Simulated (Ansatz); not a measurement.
Start from `COCC=S` and change one atom or group to get `CC=S`.

Ansatz, PBE0-D4/def2-TZVP geometries, multiplicity 1. Each molecule was computed in one conformer, which needn't be the lowest.

| property | `COCC=S` |
| --- | --- |
| HOMO energy (B3LYP/def2-TZVPP) / eV | -6.38 |
| ideal-gas entropy at 298 K and 1 bar (rigid rotor, harmonic PBE0-D4/def2-TZVP) / J/(mol·K) | 332 |
| HOMO–LUMO gap (B3LYP/def2-TZVPP) / eV | 3.81 |
| HOMO–LUMO gap (PBE/def2-TZVPP) / eV | 2.04 |
| HOMO–LUMO gap (PBE0/def2-TZVPP) / eV | 4.24 |
| HOMO–LUMO gap (ωB97M-V/def2-TZVPP) / eV | 8.65 |

Task: What does the change do to each property? (Best estimate.)

Result: Ansatz gave: 
```tsv
property	`CC=S`	shift
HOMO energy (B3LYP/def2-TZVPP) / eV	-6.22	0.16
ideal-gas entropy at 298 K and 1 bar (rigid rotor, harmonic PBE0-D4/def2-TZVP) / J/(mol·K)	272	-60
HOMO–LUMO gap (B3LYP/def2-TZVPP) / eV	3.93	0.12
HOMO–LUMO gap (PBE/def2-TZVPP) / eV	2.18	0.14
HOMO–LUMO gap (PBE0/def2-TZVPP) / eV	4.36	0.12
HOMO–LUMO gap (ωB97M-V/def2-TZVPP) / eV	8.78	0.13
```

With PBE0 the HOMO rises by 0.15 eV and the LUMO rises by 0.28 eV, so the gap widens by about 0.13 eV. PBE moves the HOMO by 0.14 eV and ωB97M-V by 0.16 eV. The zero-point energy changes by -88.0 kJ/mol with -12 modes.

B3LYP here is the variant with VWN-RPA as its local correlation; programs differ in this.
